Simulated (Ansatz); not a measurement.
# SiCCl+ (quintet): wave-function methods side by side, cc-pVDZ

How much of the correlation energy of SiCCl+ (quintet) does each wave-function method recover here?

Method: cc-pVDZ, core rule «outside noble gas», up to 11 orbitals frozen; program: Ansatz 0.2.0, Gaussian basis.

The runs, in order: UHF; CCSD(T) on ROHF; CCSD(T) on UHF; BCCD(T) on ROHF; CISD; CCSDT(Q) on ROHF; CCSDT(Q) on UHF; CASSCF and MRCISD+Q, 12 electrons in 11 orbitals; CASSCF and NEVPT2, 12 electrons in 11 orbitals.

20 further runs of the same task are left out: 4 that didn't finish, 16 set aside as unsound or not needed.

## Step 1: The system

The geometry is a PBE0/def2-TZVP stationary point (not a proven minimum) of the parent state, kept for this charge and spin.

3 atoms, charge 1, spin multiplicity 5.

Atoms are counted from 1 here; the program's logs count them from 0.

Bond lengths: C1–Si2 1.858 Å, Si2–Cl3 2.076 Å. Angles: C1–Si2–Cl3 103.7°.

## Step 2: UHF

File in.yaml:

```yaml
crystal:
  periodic: [false, false, false]
  atoms:
    - {symbol: C, position_ang: [0.000000, -0.896812, 1.818922]}
    - {symbol: Si, position_ang: [0.000000, 0.607235, 0.728623]}
    - {symbol: Cl, position_ang: [0.000000, -0.177225, -1.193419]}
basis:
  gaussian: {orbitals: cc-pVDZ}
total_charge: 1
magnetization: {spin_polarized: true, initial_magnetization: 4}
hamiltonian: {xc: hf}
output: {orbitals: {seedname: orbitals}}
```

Command:

```
> ansatz run in.yaml --threads 1 --pin off --events-out ev --progress --plain --max-ram 2393MiB
```

After this run come: CCSD(T) on ROHF; CCSD(T) on UHF; BCCD(T) on ROHF; CISD; CCSDT(Q) on ROHF; CCSDT(Q) on UHF; CASSCF and MRCISD+Q, 12 electrons in 11 orbitals; CASSCF and NEVPT2, 12 electrons in 11 orbitals.

**Question.** What will the summary of the whole plan be? Wanted: UCCSDT(Q) below the RHF energy; RMP2 from UCCSDT(Q); UMP2 from UCCSDT(Q); RCCSD from UCCSDT(Q); RCCSD(T) from UCCSDT(Q); UCCSD(T) from UCCSDT(Q); RCCSDT(Q) from UCCSDT(Q); NEVPT2 valence from UCCSDT(Q); MRCISD+Q valence from UCCSDT(Q).

The runs gave:

| quantity | value |
| --- | --- |
| UCCSDT(Q) below the RHF energy | -7.8960 eV |
| RMP2 from UCCSDT(Q) | +1304.7 meV |
| UMP2 from UCCSDT(Q) | +1301.9 meV |
| RCCSD from UCCSDT(Q) | +349.2 meV |
| RCCSD(T) from UCCSDT(Q) | +78.0 meV |
| UCCSD(T) from UCCSDT(Q) | +77.5 meV |
| RCCSDT(Q) from UCCSDT(Q) | +7.2 meV |
| NEVPT2 valence from UCCSDT(Q) | +1202.9 meV |
| MRCISD+Q valence from UCCSDT(Q) | +102.2 meV |
| levels within 1 kcal/mol (43 meV) | RCCSDT, UCCSDT, RCCSDT(Q) |
| T1 diagnostic | 0.038 |
| effectively unpaired electrons | 4.02 |

In words: RCCSD(T) lands +78.0 meV from the yardstick (1.0 % of the correlation energy). One determinant dominates. Of the multireference levels listed MRCISD+Q valence comes nearest in total energy (+102.2 meV), which doesn't show that its space is the better one. These misses are within one basis, not against nature; the frozen cores of restricted and unrestricted runs differ, which can shift their rows.
